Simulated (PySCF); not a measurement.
Molecule: SMILES [C-]#[N+]C(F)(F)F, C$_{2}$F$_{3}$N.

Atom-mapped SMILES (the numbers label the heavy atoms): `[C-:1]#[N+:2][C:3]([F:4])([F:5])[F:6]`.

Geometry PBE0-D3(BJ)/def2-SVP throughout; GIAO in PySCF 2.14.0 with density-fitted response routines, gas phase, one conformer, non-relativistic; equivalent atoms averaged; functional PBE0.

For orientation, def2-SVP gives these shifts δ (against TMS, NH3, CFCl3 at the same level): C1 179.9, C3 109.4, N2 183.1, F4/F5/F6 -47.8 ppm.

A run gave: C1 173.5, C3 111.5, N2 173.3, F4/F5/F6 -71.4 ppm (shifts δ (against TMS, NH3, CFCl3 at the same level)).

Which basis set was used in that run?
A. 6-31G
B. STO-3G
C. 6-31G*
D. pcSseg-1

Results:

A. F4/F5/F6 tells them apart best: 6-31G gives -71.4, 6-31G* gives -64.8, STO-3G gives -78.5, pcSseg-1 gives -61.9 ppm.
